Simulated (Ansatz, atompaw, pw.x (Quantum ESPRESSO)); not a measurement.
## Equation-of-state test of one PAW (atompaw) potential (La)

La (Z = 57), PAW, made with atompaw 4.2.0.5 (LDA (PW92), scalar-relativistic). Core [Kr] 4d10, reference 4f0 5s2 5p6 5d1 6s2 6p0. Waves: 5s (bound): rc 2.30 bohr; 6s (bound): rc 3.00 bohr; 5p (bound): rc 2.05 bohr; 6p (bound, empty): rc 3.00 bohr; 5d (bound): rc 2.60 bohr; 5d channel at 3 Ry: rc 2.60 bohr; 4f (bound, empty): rc 0.90 bohr; 4f channel at 2 Ry: rc 0.90 bohr. Local part: bessel scheme, radius 2.80 bohr. Core correction: smooth core density matched at 2.85 bohr. Augmentation charge: sinc compensation charge, radius 2.80 bohr; PAW radius 3.00 bohr; waves and projectors: custom rrkj vanderbiltortho.

Atomic tests: cutoffs needed: 18 Ry and 30 Ry (the cutoffs (Ry, on a coarse ladder) from which the occupation-weighted sum of valence levels, in a spherical-Bessel basis at the reference potential, stays within 10 and 1 mRy of its value at 400 Ry) The cutoffs count occupied waves only; the empty 4f level needs 160 Ry at the loose tolerance.; ghost test: no extra level below or beside the all-electron valence levels (s, p, d, f tested) (spherical-Bessel basis up to 400 Ry, 20 bohr box); lowest eigenvalue of the overlap operator: 0.04 (p channel).

Crystal test: sc La in pw.x 7.5, no spin, 10³ k-points, Fermi–Dirac smearing 0.01 Ry, cutoffs 40/400 Ry. The lattice is a test structure that the element need not adopt, and mesh and smearing are coarse.

pw.x input:

```
&control
  calculation='scf', prefix='x', pseudo_dir='./', outdir='./tmp', tstress=.true., disk_io='none'
/
&system
  ibrav=0, nat=1, ntyp=1, ecutwfc=40, ecutrho=400, nbnd=13,
  occupations='smearing', smearing='fd', degauss=0.01
/
&electrons
  conv_thr=1e-09, mixing_beta=0.4, electron_maxstep=70
/
ATOMIC_SPECIES
La 1.0 La.UPF
CELL_PARAMETERS angstrom
  3.17675209 0.00000000 0.00000000
  0.00000000 3.17675209 0.00000000
  0.00000000 0.00000000 3.17675209
ATOMIC_POSITIONS crystal
La 0.0000 0.0000 0.0000
K_POINTS automatic
10 10 10 0 0 0
```

```bash
pw.x < La.scf.in > La.scf.out
```

Question: How does the run end?

Answer: It converges; the pressure is 4.31 GPa against -0.27 GPa from all-electron LAPW. This is a poor potential for the solid. The log shows:

```
     unit-cell volume          =     216.3449 (a.u.)^3
     number of electrons       =        11.00
     number of Kohn-Sham states=           13
     kinetic-energy cutoff     =      40.0000  Ry
     charge density cutoff     =     400.0000  Ry
     scf convergence threshold =      1.0E-09
     Exchange-correlation= SLA PW NOGX NOGC
     number of k points=    56  Fermi-Dirac smearing, width (Ry)=  0.0100
     iteration #  1     ecut=    40.00 Ry     beta= 0.40
     total energy              =    -445.28634106 Ry
     estimated scf accuracy    <       0.15427032 Ry
     iteration #  2     ecut=    40.00 Ry     beta= 0.40
     total energy              =    -445.28540624 Ry
     estimated scf accuracy    <       0.02559543 Ry
     iteration #  3     ecut=    40.00 Ry     beta= 0.40
     total energy              =    -445.28881843 Ry
     estimated scf accuracy    <       0.00259107 Ry
     iteration #  4     ecut=    40.00 Ry     beta= 0.40
     total energy              =    -445.28906061 Ry
     estimated scf accuracy    <       0.00015262 Ry
     [... 3 iterations left out ...]
     iteration #  8     ecut=    40.00 Ry     beta= 0.40
     total energy              =    -445.28911236 Ry
     estimated scf accuracy    <       0.00000011 Ry
     iteration #  9     ecut=    40.00 Ry     beta= 0.40
     total energy              =    -445.28911239 Ry
     estimated scf accuracy    <       0.00000005 Ry
     iteration # 10     ecut=    40.00 Ry     beta= 0.40
     total energy              =    -445.28911238 Ry
     estimated scf accuracy    <       0.00000002 Ry
     iteration # 11     ecut=    40.00 Ry     beta= 0.40
     the Fermi energy is    11.7726 ev
!    total energy              =    -445.28911239 Ry
     estimated scf accuracy    <          4.2E-10 Ry
     smearing contrib. (-TS)   =      -0.00616793 Ry
     convergence has been achieved in  11 iterations
          total   stress  (Ry/bohr**3)                   (kbar)     P=       43.08
     Message from routine punch:
     Nothing written, as per user request (disk_io='none')
```
